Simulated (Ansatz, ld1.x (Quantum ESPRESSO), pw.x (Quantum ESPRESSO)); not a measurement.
# From atom to crystal: TM potential for osmium (Os)

| Item | Value |
| --- | --- |
| Element | Os |
| Generator | ld1.x (Quantum ESPRESSO) 7.5 |
| Type | norm-conserving Troullier–Martins (Kleinman–Bylander form) |
| Functional | PBEsol |
| Relativity | scalar-relativistic |
| Frozen core | [Xe] 4f14 |
| Valence charge | 8 |
| Reference configuration | 5d6 6s2 6p0 |
| Partial waves | 6s (bound): rc 2.45 bohr; 6p (bound, empty): rc 3.55 bohr; 5d (bound): rc 2.50 bohr; 5f channel at 0.4 Ry: rc 3.15 bohr |
| Local potential | all-electron potential smoothed inside 2.30 bohr (lloc = -2) |
| Core correction | Bessel-smoothed model core, default radius (core density twice the valence density) |

Atomic tests: cutoffs needed: 30 Ry and 35 Ry (the cutoffs (Ry, on a coarse ladder) from which the occupation-weighted sum of valence levels, in a spherical-Bessel basis at the reference potential, stays within 10 and 1 mRy of its value at 400 Ry); ghost test: no extra level below or beside the all-electron valence levels (s, p, d, f tested) (spherical-Bessel basis up to 400 Ry, 20 bohr box); largest excitation error: -457 meV (all-electron minus pseudo) for 5d4 6s0 6p0, out of 7 test configurations.

Crystal test: fcc Os in pw.x 7.5, no spin, 15³ k-points, Fermi–Dirac smearing 0.01 Ry, cutoffs 50/200 Ry. The reference is all-electron LAPW (Ansatz 0.2.0) with the same functional, mesh and smearing; V0 and B0 come from Birch–Murnaghan fits to the pressures at five volumes. Errors are pseudo minus all-electron; Δ is the rms difference of the E(V) curves that follow from these fits, minima aligned, over ±6 % about the mean V0. Mesh and smearing are coarse, so the numbers serve the comparison and aren't converged zero-temperature values; the lattice is a test structure that the element need not adopt.

```tsv
V (Å³/atom)	P all-electron (GPa)	P pseudo (GPa)
13.250	24.33	18.56
13.598	11.25	6.16
13.947	-0.08	-4.60
14.296	-9.89	-13.92
14.644	-18.38	-21.99
```

All-electron: a0 = 3.821 Å (V0 = 13.94 Å³/atom), B0 = 421.5 GPa.

Pseudopotential: mean pressure error (GPa): -4.61; a0 (Å): 3.807; a0 error (%): -0.37; B0 error (%): +0.0; Δ (meV/atom): 14.2. The largest radius (3.55 bohr) exceeds half the bond length (2.55 bohr), so the spheres overlap, which is one possible source of error among others.

Problem. At the middle volume, how do free energy and pressure move when the wave cutoff is lowered (ecutrho kept at four times it)?

Solution.

```
cutoff (Ry)  shift of F (meV/atom)  shift of P (GPa)
         22                +1813.9            -99.71
         30                  +72.0             -7.55
         40                   +3.1             +0.17
```

Input at the middle volume:

```
&control
  calculation='scf', prefix='x', pseudo_dir='./', outdir='./tmp', tstress=.true., disk_io='none'
/
&system
  ibrav=0, nat=1, ntyp=1, ecutwfc=50, ecutrho=200, nbnd=11,
  occupations='smearing', smearing='fd', degauss=0.01
/
&electrons
  conv_thr=1e-09, mixing_beta=0.4, electron_maxstep=70
/
ATOMIC_SPECIES
Os 1.0 Os.UPF
CELL_PARAMETERS angstrom
  0.00000000 1.91051419 1.91051419
  1.91051419 0.00000000 1.91051419
  1.91051419 1.91051419 0.00000000
ATOMIC_POSITIONS crystal
Os 0.0000 0.0000 0.0000
K_POINTS automatic
15 15 15 0 0 0
```

```bash
pw.x < Os.scf.in > Os.scf.out
```

Lines of the output:

```
Message from routine setup:
     using ibrav=0 with symmetry is DISCOURAGED, use correct ibrav instead
     lattice parameter (alat)  =       5.1058  a.u.
     unit-cell volume          =      94.1190 (a.u.)^3
     number of electrons       =         8.00
     number of Kohn-Sham states=           11
     kinetic-energy cutoff     =      50.0000  Ry
     charge density cutoff     =     200.0000  Ry
     scf convergence threshold =      1.0E-09
     Exchange-correlation= PBESOL
     number of k points=   120  Fermi-Dirac smearing, width (Ry)=  0.0100
     iteration #  1     ecut=    50.00 Ry     beta= 0.40
     total energy              =     -65.05043372 Ry
     estimated scf accuracy    <       0.03790396 Ry
     iteration #  2     ecut=    50.00 Ry     beta= 0.40
     total energy              =     -65.05179221 Ry
     estimated scf accuracy    <       0.00361831 Ry
     iteration #  3     ecut=    50.00 Ry     beta= 0.40
     total energy              =     -65.05248166 Ry
     estimated scf accuracy    <       0.00004916 Ry
     iteration #  4     ecut=    50.00 Ry     beta= 0.40
     total energy              =     -65.05248449 Ry
     estimated scf accuracy    <       0.00000145 Ry
     iteration #  5     ecut=    50.00 Ry     beta= 0.40
     total energy              =     -65.05248474 Ry
     estimated scf accuracy    <       0.00000007 Ry
     iteration #  6     ecut=    50.00 Ry     beta= 0.40
     the Fermi energy is    19.1311 ev
!    total energy              =     -65.05248475 Ry
     estimated scf accuracy    <          5.4E-10 Ry
     smearing contrib. (-TS)   =      -0.00307610 Ry
     The total energy is F=E-TS. E is the sum of the following terms:
     one-electron contribution =      17.82906306 Ry
     hartree contribution      =       0.85367091 Ry
     xc contribution           =     -43.09462980 Ry
     ewald contribution        =     -40.63751282 Ry
     convergence has been achieved in   6 iterations
          total   stress  (Ry/bohr**3)                   (kbar)     P=      -46.04
     Message from routine punch:
     Nothing written, as per user request (disk_io='none')
```

The run at the middle volume (120 k-points, 6 iterations) took about 8.3 s on one core of a shared host (Neoverse-V1, 32 threads, 247 GiB, load 22).
